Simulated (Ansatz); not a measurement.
System: 2H MoTe2. Method: HSE06 (PAW; Ansatz, a quantum-chemistry and plane-wave program).

Numerical settings: plane-wave cutoff 460 eV, 9×9×2 k mesh (along the axes of the cell as run), Fermi–Dirac smearing 0.01 eV, no spin polarisation, scalar-relativistic PAW data made under PBE.

Computed at the level's own relaxed cell.

Question: Predict the smallest direct gap on the k points sampled, lattice parameter a and lattice parameter c.

Answer: 
- smallest direct gap on the k points sampled: 1.51 eV
- lattice parameter a: 3.513 Å
- lattice parameter c: 15.146 Å

Measured, for comparison: lattice constant a 3.518 Å, lattice parameter c 13.974 Å (300 K, no zero-point or thermal correction; as tabulated in arXiv:1605.07067). Computed (rounded) less measured: lattice constant a -0.1 %, lattice parameter c +8.4 %.

Note: the cell comes from a level without a dispersion term, which matters for the spacing of layers, chains or molecules; the cell has widely spaced layers and the level no dispersion term, so their spacing and the moduli can rest on weak binding.

Spin–orbit coupling is not included; with these elements it can move the gap by several tenths of an eV or more.

The computed numbers hold no vibrational or temperature effects.
